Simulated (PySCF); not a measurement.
# Core-level binding energies of `C#CC/P=C\F`

Species: C₄H₄FP.
SMILES with atom numbers: `[CH:1]#[C:2][CH2:3]/[P:4]=[CH:5]\[F:6]`

Structure used (PBE0-D3(BJ)/def2-SVP), in Å, numbered top down from 1:
```
atom  x, y, z in Å
C1    -2.1856    0.7306    0.5557
C2    -1.2897    0.2174   -0.0776
C3    -0.1964   -0.3637   -0.8339
P4     1.2371    0.8445   -1.0218
C5     2.1162    0.4527    0.3493
F6     1.8044   -0.4718    1.2477
H7    -2.9820    1.1803    1.1186
H8    -0.5341   -0.6241   -1.8503
H9     0.1638   -1.2861   -0.3520
H10    3.0554    0.9656    0.5965
```

Method used: PySCF 2.14.0, delta-SCF UKS SCAN, pcX-2 on the ionised atom, pcseg-1 elsewhere, spin-free X2C. Each binding energy is the total energy of the core-ionised species, with the hole localised on one atom, minus that of the ground state; both are solved self-consistently, so orbital relaxation is included.

Task: What binding energy does each computed site have?

Result: 
| atom(s) | environment | level | binding energy (eV) | 2p1/2 (eV) | above the level's lowest (eV) | count |
| --- | --- | --- | --- | --- | --- | --- |
| P4 | phosphorus bonded to 2 C | P 1s | 2150.03 | – | 0.00 | 1 |
| F6 | fluorine bonded to C | F 1s | 693.28 | – | 0.00 | 1 |
| C5 | carbon bonded to F, P and H | C 1s | 292.70 | – | +2.57 | 1 |
| C3 | sp3 carbon bound to phosphorus | C 1s | 291.57 | – | +1.44 | 1 |
| C2 | alkyne carbon | C 1s | 290.77 | – | +0.64 | 1 |
| C1 | terminal alkyne carbon | C 1s | 290.13 | – | 0.00 | 1 |
| P4 | phosphorus bonded to 2 C | P 2p3/2 | 136.51 | 137.40 | 0.00 | 1 |

The listed C 1s values span 2.57 eV, from C1 (bonded to C (triple bond) and H) to C5 (bonded to F, H and P (double bond)).

Task: Which effective nuclear charge Zeff reproduces each element's mean 1s value in the hydrogen-like formula E = 13.606 eV × Zeff²?

Result: C (Z = 6): mean 291.3 eV, Zeff = 4.63, Z − Zeff = 1.37; F (Z = 9): mean 693.3 eV, Zeff = 7.14, Z − Zeff = 1.86; P (Z = 15): mean 2150.0 eV, Zeff = 12.57, Z − Zeff = 2.43. Means run over the listed sites, weighted by atom count.

Task: What is the longest wavelength that can ionise C 1s of C5 vertically?

Result: λ = hc/E = 12398.42 eV Å / 292.70 eV = 42.359 Å.

The unrestricted hole states depart most from a pure doublet (⟨S²⟩ = 0.75; over 0.85 named) for C 1s of C2 (0.88), which makes this value less certain. 2p3/2 and 2p1/2 are the ΔSCF energy of one spin-free 2p hole plus the eigenvalues of a spin–orbit and ligand-field matrix of the shell. 2p1/2 minus 2p3/2 (ligand field included): P 0.89 eV. The structure is a single PBE0-D3(BJ)/def2-SVP conformer in the gas phase; no vibrational or solvent corrections.
